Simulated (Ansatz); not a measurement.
CH$_{6}$Al$_{2}$, SMILES `[AlH2][CH2][AlH2]`, charge 0, multiplicity 1.

Give a relaxed structure at PBE0-D4/def2-TZVP (Ansatz 0.2.0). (Best estimate.)

Ansatz gave: 
```xyz
9

Al   -1.275   -0.791   -0.772
C    -0.367    0.448    0.407
Al    1.568    0.433    0.447
H    -1.602   -0.370   -2.269
H    -1.666   -2.241   -0.255
H    -0.675    1.459    0.109
H    -0.712    0.233    1.426
H     2.393    1.353   -0.552
H     2.336   -0.523    1.458
```
Point group C2v.
This is one stationary point; other conformers may exist.
